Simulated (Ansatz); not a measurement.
2H WSe2 was calculated with PBEsol-D3(BJ) (Ansatz, a first-principles code, PAW).

Settings: plane-wave cutoff 520 eV, 12×12×4 k mesh (along the axes of the cell as run), Fermi–Dirac smearing 0.01 eV, no spin polarisation, scalar-relativistic PAW data made under PBE.

Properties against volume:

Shape and atoms are relaxed at each volume.

```
V (Å³/atom)  P (GPa)  direct gap at Γ (eV)  smallest gap on the k mesh (eV)   c (Å)
-----------  -------  --------------------  -------------------------------  ------
17.944          3.38                 2.604                            0.560  12.147
18.318          1.54                 2.640                            0.633  12.274
18.692          0.00                 2.661                            0.704  12.410
19.066         -1.23                 2.677                            0.774  12.558
19.440         -2.21                 2.699                            0.845  12.718
```

The fundamental gap (0.67 eV at the equilibrium volume, with added k points) lies elsewhere than Γ–Γ.

Note: the bulk modulus comes from volumes at which shape and atoms were relaxed.

Spin–orbit coupling is not included.
